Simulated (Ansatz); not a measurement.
## Ansatz (development build ahead of 0.2.0) run

```yaml
crystal:
  periodic: [false, false, false]
  atoms:
    - { symbol: C, position_ang: [0.01445, -0.04707, -1.24763] }
    - { symbol: C, position_ang: [0.0238, -0.02076, 0.25323] }
    - { symbol: C, position_ang: [-0.02674, 0.01196, 1.38473] }
    - { symbol: H, position_ang: [0.02442, -0.9857, -1.64701] }
    - { symbol: H, position_ang: [-0.84635, 0.49656, -1.65222] }
    - { symbol: H, position_ang: [0.86093, 0.54493, -1.60839] }
    - { symbol: H, position_ang: [0.01148, -0.04851, 2.49545] }
basis:
  gaussian: { orbitals: cc-pVTZ }
hamiltonian:
  xc: hf
correlation:
  method: mp2
  frozen_orbitals: { C: 1, H: 0 }
```

The input is written out in the form of the current development build from the run's settings.

Results

```yaml
Converged: yes
Reference_energy: -115.89524 hartree
Correlation_energy: -0.47336 hartree
Total_energy: -116.36861 hartree
Spin_squared_of_the_determinant: 0.000
```
